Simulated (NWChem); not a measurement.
# disulfur (S2, triplet); SMILES S=S

```xyz
2

S      0.0000     0.0000     0.9634
S      0.0000     0.0000    -0.9634
```
Atoms are numbered in this order, from 1.

All runs: NWChem. Spin-unrestricted. All runs use the structure optimised with B3LYP/6-31G* (spherical d), spin-unrestricted. No stability test was run on the SCF state. Level: PBE/def2-SVP with COSMO at NWChem's default radii, gas-phase geometry; the question gives the dielectric constant. Reactions with the solvent are ignored.

Question: Estimate the computed values for dielectric constant 1.5. Quantities: electrostatic solvation energy (kcal/mol).

Answer: 
| Property | Value |
|---|---|
| electrostatic solvation energy (kcal/mol) | 0.0 |
